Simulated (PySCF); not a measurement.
Work out the structure from these simulated measurements.

Formula: CH4N2S.

* NMR, other nuclei: isotropic shieldings of nuclei other than C and H, by class: 151 (2 N), 391 (1 S) ppm [GIAO B97-2/pcSseg-2]
* Rotational structure: rotational constants A, B, C: 10.673, 5.173, 3.494 GHz [PBE0-D3(BJ)/def2-TZVP]
* 13C NMR: chemical shifts (computed TMS as zero) by class: 194.7 (1 C) ppm [GIAO B97-2/pcSseg-2]
* Dipole: 5.06 D [B97-2/pcSseg-2]
* 1H NMR: chemical shifts (computed TMS as zero) by class: 5.02 (2 H), 5.02 (2 H) ppm [GIAO B97-2/pcSseg-2]

Electronic properties: PySCF, gas phase, density fitting. Levels stand in brackets. Geometry: PBE0-D3(BJ)/def2-TZVP, one conformer, isolated molecule. NMR classes are plain means over equivalent atoms (diastereotopic ones count apart unless rotation or inversion swaps them), as if these changed places fast.

Q: Give a SMILES that accounts for the data.

A: Numbering: `[NH2:1][C:2]([NH2:3])=[S:4]`. Its formula, CH4N2S, gives 1 degree of unsaturation: 0 rings and 1 π bond in the structure found. The one carbon: thiocarbonyl carbon [C2] (194.7 ppm). Hydrogen classes from least to most shielded: 2 H on 2 like atoms (nitrogen bound to a thiocarbonyl carbon), N1/N3 (5.02 ppm), 2 H on 2 like atoms (nitrogen bound to a thiocarbonyl carbon), N1/N3 (5.02 ppm). The other shieldings belong to: 151 ppm, nitrogen bound to a thiocarbonyl carbon [N1/N3]; 391 ppm, thiocarbonyl sulfur [S4]. The optimised geometry has point group C2 and is an asymmetric top. Structure: `NC(N)=S` (thiourea). The assignments are read from this structure; whether some other isomer fits the data as well wasn't checked.

Conformer computed: `[NH2:1][C:2]([NH2:3])=[S:4]`: H–N1–C2–N3 -171°, H–N1–C2–N3 -22°, H–N3–C2–N1 -22°, H–N3–C2–N1 -171°.
